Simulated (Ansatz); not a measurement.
Z-matrix (Å, degrees):
```
B
O 1 1.676
C 1 1.551 2 55.2
H 1 1.199 2 109.7 3 -111.5
H 1 1.194 2 109.5 3 113.5
H 2 0.963 1 108.3 3 101.3
H 3 1.085 1 122.4 2 96.4
H 3 1.086 1 122.7 2 -100.9
```

Charge 0, multiplicity 1.

Question: List the ωB97M-V/def2-TZVPP orbital energies in eV (Ansatz 0.2.0). (Estimate.)

Answer: The calculation gave: Occupied: -528.08, -282.49, -187.13, -33.04, -22.41, -18.39, -16.94, -15.26, -13.39, -12.87, -11.10, -10.71. Lowest empty: 1.66, 2.58, 3.26, 3.68, 4.11, 5.01, 5.31, 5.73.
